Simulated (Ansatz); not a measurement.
How far each method lies from UCCSDT(Q) for [CH₃···H···CH₃], doublet

Geometry: a point of a hydrogen-transfer path between rigid fragments, not a stationary point.

```yaml
atoms:
  - { symbol: C, position_ang: [-1.3819, 0.0000, 0.0000] }
  - { symbol: H, position_ang: [-1.7451, 1.0273, 0.0000] }
  - { symbol: H, position_ang: [-1.7451, -0.5137, 0.8897] }
  - { symbol: H, position_ang: [-1.7451, -0.5137, -0.8897] }
  - { symbol: H, position_ang: [0.3421, 0.0000, 0.0000] }
  - { symbol: C, position_ang: [1.4321, 0.0000, 0.0000] }
  - { symbol: H, position_ang: [1.4321, -1.0800, 0.0000] }
  - { symbol: H, position_ang: [1.4321, 0.5400, 0.9353] }
  - { symbol: H, position_ang: [1.4321, 0.5400, -0.9353] }
```

Basis cc-pVDZ; Ansatz 0.2.0. Only valence electrons are correlated (noble-gas cores frozen), which leaves 15 electrons in 61 orbitals. R marks a restricted (for open shells ROHF) determinant, U an unrestricted one. Active spaces: pair = (3e, 3o) about the gap; frontier = (9e, 9o) about the gap.

Full CI isn't at hand for all of this; UCCSDT(Q) serves as the reference, and is uncertain by about the last step of the cluster series. The frozen core follows each run's orbitals, which can shift R against U totals by a few meV.

For open shells CISD is restricted-active-space CI with the open shells as a complete middle space.

```
UHF ⟨S²⟩                          : 0.768
T1 diagnostic (RCCSD)             : 0.0170
largest doubles amplitude (RCCSD) : 0.041
T1 diagnostic (UCCSD)             : 0.0106
```

```json
{"level": "RHF", "E − E(UCCSDT(Q)) (kJ/mol)": "947.0", "share of correlation (%)": "0.00", "wall time": "–"}
{"level": "UHF", "E − E(UCCSDT(Q)) (kJ/mol)": "934.0", "share of correlation (%)": "1.37", "wall time": "–"}
{"level": "RMP2", "E − E(UCCSDT(Q)) (kJ/mol)": "141.0", "share of correlation (%)": "85.11", "wall time": "–"}
{"level": "UMP2", "E − E(UCCSDT(Q)) (kJ/mol)": "141.5", "share of correlation (%)": "85.06", "wall time": "–"}
{"level": "CISD", "E − E(UCCSDT(Q)) (kJ/mol)": "111.3", "share of correlation (%)": "88.24", "wall time": "11 s"}
{"level": "RCCSD", "E − E(UCCSDT(Q)) (kJ/mol)": "24.5", "share of correlation (%)": "97.42", "wall time": "–"}
{"level": "UCCSD", "E − E(UCCSDT(Q)) (kJ/mol)": "24.2", "share of correlation (%)": "97.44", "wall time": "–"}
{"level": "RCCSD(T)", "E − E(UCCSDT(Q)) (kJ/mol)": "3.3", "share of correlation (%)": "99.65", "wall time": "2.9 s"}
{"level": "UCCSD(T)", "E − E(UCCSDT(Q)) (kJ/mol)": "3.4", "share of correlation (%)": "99.64", "wall time": "3 s"}
{"level": "BCCD(T)", "E − E(UCCSDT(Q)) (kJ/mol)": "3.3", "share of correlation (%)": "99.65", "wall time": "3.8 s"}
{"level": "RCCSDT", "E − E(UCCSDT(Q)) (kJ/mol)": "1.0", "share of correlation (%)": "99.90", "wall time": "–"}
{"level": "UCCSDT", "E − E(UCCSDT(Q)) (kJ/mol)": "0.9", "share of correlation (%)": "99.90", "wall time": "–"}
{"level": "RCCSDT(Q)", "E − E(UCCSDT(Q)) (kJ/mol)": "0.1", "share of correlation (%)": "99.99", "wall time": "10 s (H100)"}
{"level": "CASSCF (pair space)", "E − E(UCCSDT(Q)) (kJ/mol)": "902.0", "share of correlation (%)": "4.75", "wall time": "–"}
{"level": "NEVPT2 (pair space)", "E − E(UCCSDT(Q)) (kJ/mol)": "140.2", "share of correlation (%)": "85.20", "wall time": "0.89 s"}
{"level": "MRCISD (pair space)", "E − E(UCCSDT(Q)) (kJ/mol)": "102.1", "share of correlation (%)": "89.21", "wall time": "–"}
{"level": "MRCISD+Q (pair space)", "E − E(UCCSDT(Q)) (kJ/mol)": "13.7", "share of correlation (%)": "98.55", "wall time": "1.6 s (H100)"}
{"level": "CASSCF (frontier space)", "E − E(UCCSDT(Q)) (kJ/mol)": "739.5", "share of correlation (%)": "21.91", "wall time": "–"}
{"level": "NEVPT2 (frontier space)", "E − E(UCCSDT(Q)) (kJ/mol)": "132.2", "share of correlation (%)": "86.04", "wall time": "15 s (H100)"}
```

The correlation energy at UCCSDT(Q), counted from RHF, is -9.814 eV. That run took 9.5 s on 2 threads of AMD EPYC 7R13 with a shared H100 80 GB, shared host.

Times hold each run's SCF and search for its determinant on a shared host, so for small cases they say little of a method's own cost; rows without a card ran on 1 thread of AMD EPYC 7R13.
